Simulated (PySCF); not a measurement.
C2H3, SMILES [CH]=C, multiplicity 2. Geometry optimised at PBE-D3(BJ)/def2-TZVP. The isomer is the one that the SMILES or the coordinates give; other isomers of the formula were not compared.

Level of theory: PBE-D3(BJ)/def2-TZVP run with PySCF.

Harmonic wavenumbers (cm⁻¹): 680, 783, 882, 1005, 1343, 1617, 2972, 3069, 3178. Rotational constants (GHz): 234.8, 32.38, 28.46; symmetry number 1.

### Question
Work out the zero-point energy and the ideal-gas rigid-rotor harmonic-oscillator thermochemistry at 298.15 K and 1 atm.

### Answer
ZPE = ½ Σ hcν = ½ × 15529 cm⁻¹ = 22.20 kcal/mol. H − E(el) = 24.76 kcal/mol. Entropy in cal/(mol K): translation 35.82, rotation 17.95, vibration 0.82, spin 1.38, total 55.97. G − E(el) = 8.08 kcal/mol. Cp = 10.57 cal/(mol K).
